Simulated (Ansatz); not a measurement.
A calculation on fcc Ag returned lattice constant a 4.192 Å, cohesive energy 2.09 eV/atom.

For reference: lattice constant a 4.062 Å (measured, static lattice: zero-point anharmonic expansion removed, our sources range from 4.056 to 4.063; as tabulated in Mejia-Rodriguez and Trickey (2018), arXiv:1807.09216); cohesive energy 2.97 ± 0.008 eV/atom (measured, from 0 K enthalpies of formation; zero-point vibration energy (9/8 kB θD) added; as tabulated in Csonka et al. (2009), arXiv:0903.4037).

### Question
Which level of theory produced these numbers?
A) PBE (Ansatz (a quantum-chemistry and plane-wave program))
B) r²SCAN+rVV10 (Ansatz)
C) Hartree–Fock (Ansatz)
D) revPBE (Ansatz)

### Answer
D, revPBE (Ansatz)

The others give: PBE 4.147 Å, 2.53 eV/atom; r²SCAN+rVV10 4.076 Å, 3.17 eV/atom; Hartree–Fock 4.466 Å, 0.78 eV/atom.

Unless a cell is named, each level is at its own relaxed cell (Hartree–Fock 22.26, PBE 17.83, r²SCAN+rVV10 16.93, revPBE 18.42 Å³/atom).

Caveats: the cell is over a tenth larger than the published one: the level's own overestimate first of all, though another phase or state, or a fault of the published cell, is possible (Hartree–Fock). Ansatz's density-functional and Hartree–Fock values are scalar-relativistic unless marked +SOC, with PAW data made under PBE.
